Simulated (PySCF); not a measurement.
PH: everyday levels beside a composite calculation

PySCF; the state is a triplet (π ↑↑). The composite is CCSD(T) extrapolated to the basis-set limit from two correlation-consistent sets, with core-valence (CV) and scalar-relativistic (SR) terms as its label shows; it has no spin–orbit coupling and nothing beyond (T). Here it is CCSD(T)/CBS(TQ)+CV+SR. It gives Re = 1.422 Å, ωe = 2373 cm⁻¹ and De = 3.19 eV to P + H.

```json
{"level": "UHF", "basis": "pcseg-2", "relativity": "no relativity", "Re (Å)": "1.411", "ωe (cm⁻¹)": "2495", "De (eV)": "2.23"}
{"level": "UHF-MP2", "basis": "pcseg-2", "relativity": "no relativity", "Re (Å)": "1.414", "ωe (cm⁻¹)": "2451", "De (eV)": "2.89"}
{"level": "UHF-SCS-MP2", "basis": "pcseg-2", "relativity": "no relativity", "Re (Å)": "1.416", "ωe (cm⁻¹)": "2437", "De (eV)": "3.01"}
{"level": "UHF-CCSD", "basis": "def2-TZVPPD", "relativity": "no relativity", "Re (Å)": "1.423", "ωe (cm⁻¹)": "2382", "De (eV)": "3.06"}
{"level": "BP86", "basis": "aug-cc-pV(D+d)Z/aug-cc-pVDZ", "relativity": "no relativity", "Re (Å)": "1.450", "ωe (cm⁻¹)": "2282", "De (eV)": "3.38"}
{"level": "r²SCAN", "basis": "6-311G(d,p)", "relativity": "no relativity", "Re (Å)": "1.431", "ωe (cm⁻¹)": "2364", "De (eV)": "3.20"}
{"level": "r²SCAN", "basis": "def2-TZVPPD", "relativity": "no relativity", "Re (Å)": "1.426", "ωe (cm⁻¹)": "2365", "De (eV)": "3.27"}
{"level": "PBE0", "basis": "6-31G(d,p)", "relativity": "no relativity", "Re (Å)": "1.432", "ωe (cm⁻¹)": "2389", "De (eV)": "3.15"}
{"level": "PBE0", "basis": "def2-TZVPPD", "relativity": "no relativity", "Re (Å)": "1.427", "ωe (cm⁻¹)": "2375", "De (eV)": "3.22"}
{"level": "r²SCAN0", "basis": "6-311G(d,p)", "relativity": "no relativity", "Re (Å)": "1.424", "ωe (cm⁻¹)": "2420", "De (eV)": "3.17"}
```

Question: Give the difference of each row from the composite.

Answer: 

```csv
level,basis,ΔRe (pm),Δωe (%),ΔDe (eV)
UHF,pcseg-2,-1.1,+5.1,-0.96
UHF-MP2,pcseg-2,-0.8,+3.3,-0.30
UHF-SCS-MP2,pcseg-2,-0.6,+2.7,-0.18
UHF-CCSD,def2-TZVPPD,+0.1,+0.4,-0.13
BP86,aug-cc-pV(D+d)Z/aug-cc-pVDZ,+2.8,-3.8,+0.19
r²SCAN,"6-311G(d,p)",+0.9,-0.4,+0.01
r²SCAN,def2-TZVPPD,+0.4,-0.3,+0.08
PBE0,"6-31G(d,p)",+1.0,+0.7,-0.04
PBE0,def2-TZVPPD,+0.5,+0.1,+0.03
r²SCAN0,"6-311G(d,p)",+0.2,+2.0,-0.02
```

Question: Which rows come closest in De?

Answer: r²SCAN in 6-311G(d,p) (+0.01 eV); r²SCAN0 in 6-311G(d,p) (-0.02 eV), counted from the composite.

Correlated steps freeze 5 core orbitals. The state is the lowest determinant that a PBE0 search found; another state may lie lower at other levels.
